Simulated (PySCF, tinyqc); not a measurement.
Ways to converge the cycle: SCF convergence aids in the sto-3g basis, for CO, spin multiplicity 1. Computed by the program tinyqc with PySCF. RHF with one setting changed at a time; a run stops when the energy changes by less than 1e-09 hartree and the error matrix is below 1e-5. The start is random orbitals. Damping d keeps d of the old density; a shift (hartree) raises the virtual levels; DIIS n extrapolates F over n matrices.

Geometry (angstrom):
```
atom       x       y       z
C     0.0000  0.0000  0.0000
O     0.0000  0.0000  1.4770
```

lowest restricted solution found by these runs and by PySCF = -111.060543 hartree

Largest element of the error matrix X^T (FDS - SDF) X:
```
iteration    plain  damping 0.3  damping 0.6  shift 0.4   DIIS 3   DIIS 8
1          1.4e+01      1.4e+01      1.4e+01    1.4e+01  1.4e+01  1.4e+01
2          7.3e-01      3.9e+00      8.0e+00    6.6e-01  7.3e-01  7.3e-01
3          1.9e+00      1.2e+00      4.7e+00    1.9e+00  1.9e+00  1.9e+00
4          7.1e-01      4.0e-01      2.8e+00    8.3e-01  7.3e-01  7.3e-01
5          1.9e+00      4.3e-01      1.7e+00    1.5e+00  1.3e+00  1.3e+00
6          7.0e-01      3.2e-01      1.0e+00    7.5e-01  8.4e-02  1.7e-01
8          7.0e-01      2.3e-01      3.7e-01    4.7e-01  3.0e-02  1.2e-01
10         6.9e-01      1.4e-01      1.3e-01    2.2e-01  4.6e-04  6.6e-04
14         6.9e-01      4.8e-02      1.7e-02    3.9e-02  1.5e-04  1.2e-05
20         6.9e-01      7.5e-03      6.4e-03    4.3e-03  1.1e-05        -
30         6.9e-01      4.2e-04      3.4e-03    3.0e-04        -        -
45         2.0e+00      8.7e-05      1.4e-03          -        -        -
60         6.9e-01      2.0e-05      6.0e-04          -        -        -
```

How each run ends:
```
run          iterations  E (hartree)                                                        state
plain               >60  -109.254206               has stopped falling
damping 0.3         >60  -111.060543  falls steadily but slowly, by a factor of about 0.91 a step
damping 0.6         >60  -111.060535  falls steadily but slowly, by a factor of about 0.95 a step
shift 0.4            44  -111.060543                                                 lowest found
DIIS 3               21  -111.060543                                                 lowest found
DIIS 8               16  -111.060543                                                 lowest found
```

What does the comparison show, and why?

3 of 6 runs reach the lowest restricted solution found, in 16 to 44 iterations (fastest: DIIS 8). Not converged: plain, damping 0.3, damping 0.6. Plain steps overshoot here, and damping or a shift shortens them enough to converge. DIIS 3 and DIIS 8 gain by cancelling the error over several earlier matrices, much as a quasi-Newton step does. The restricted reference is unstable here: a spin-polarised solution lies 0.0492 hartree lower (PySCF), so results built on it describe a poor reference.
